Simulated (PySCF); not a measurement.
Isomers of C4H4S, mass 84.003 u with the commonest isotopes. Computed with PBE0-D3(BJ)/def2-SVP geometry optimisation, gas phase in PySCF. One conformer each, none proved a minimum here; rigid rotors.

Task: Order these by rotational constant C, smallest first.
A. `c1ccsc1`
B. `[CH:1]#[C:2][CH2:3][CH:4]=[S:5]` with C2–C3–C4–S5 -138°
C. `C#C[C@@H]1CS1`

Result: B (1607 MHz), C (2341 MHz), A (3234 MHz).

Task: Order these by rotational constant B, largest first.
A. `[CH:1]#[C:2][CH2:3][CH:4]=[S:5]` with C2–C3–C4–S5 -138°
B. `c1ccsc1`
C. `C#C[C@H]1SC1`

Result: B (5408 MHz), C (2632 MHz), A (1662 MHz).

Task: Order these by rotational constant A, largest first.
A. `c1ccsc1`
B. `C#C[C@@H]1CS1`
C. `[CH:1]#[C:2][CH2:3][CH:4]=[S:5]` with C2–C3–C4–S5 -138°

Result: C (21104 MHz), B (11069 MHz), A (8045 MHz).

```tsv
SMILES	point group	Ia (u·Å²)	Ib (u·Å²)	Ic (u·Å²)	κ	μa (D)	μb (D)	μc (D)
C#C[C@@H]1CS1	C1	45.66	192.02	215.91	-0.93	0.58	1.49	0.16
c1ccsc1	C2v	62.82	93.45	156.27	-0.10	0.46	0.00	0.01
C#CCC=S	C1	23.95	304.13	314.42	-0.99	1.56	0.47	0.69
```
